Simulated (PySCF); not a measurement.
# Continuum solvent and chemical shifts

Mapped SMILES: `[PH3:1]=[S:2]`. Hydrogens are named by the atom that carries them.

GIAO PBE0/pcSseg-1 in PySCF 2.14 on one PBE0-D3(BJ)/def2-SVP conformer, non-relativistic, equivalent nuclei averaged. Solvents enter as an IEF-PCM continuum (cyclohexane with ε = 2.0, methanol with ε = 32.6) around the gas-phase geometry. Shifts are referred to CS2, TMS computed in the same medium.

Gas phase, δ in ppm: S2 -386.8, H(P1) 6.80. Dipole moment 3.97 D.

Q: How does each δ change in the continuum?

A: 
| atoms | environment | Δδ, cyclohexane | Δδ, methanol |
| --- | --- | --- | --- |
| S2 | sulfur bonded to P | -16.0 | -36.1 |
| H(P1) | hydrogen on a phosphorus bonded to S | -0.04 | -0.04 |

Changes are relative to the gas phase. The dipole moment becomes 4.71 D in cyclohexane, 5.87 D in methanol.

Q: Which of the listed nuclei move most (in ppm), and what does the model miss?

A: S2 (sulfur bonded to P, -36.1 ppm) in methanol. A continuum only polarises the solute; specific hydrogen bonds, the anisotropy of aromatic solvents and changes of geometry or conformer are outside it.
